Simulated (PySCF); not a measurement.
## How methods differ on the ionisation energy of P

P [Ne] 3s2 3p3 (4S) → P⁺ [Ne] 3s2 3p2 (3P), as a difference of total energies. Calculation: PySCF 2.14, in x2c-SVPall (4s3p1d, 18 functions); scalar relativity by spin-free X2C-1e. Correlated levels: valence: [Ne] frozen. The calculations carry no spin-orbit coupling.

| method | ionisation energy (eV) | error (eV) |
| --- | --- | --- |
| UHF | 9.925 | -0.601 |
| PBE | 10.427 | -0.099 |
| TPSS | 10.493 | -0.033 |
| MP2 (valence) | 10.245 | -0.281 |
| SCS-MP2 (valence) | 10.116 | -0.410 |
| CCSD (valence) | 10.163 | -0.363 |
| CCSD(T) (valence) | 10.165 | -0.361 |

Reference: 10.526 eV (measured; NIST levels, between the centres of gravity of the two terms).

Errors of the correlated levels include the incompleteness of this basis and the frozen core.
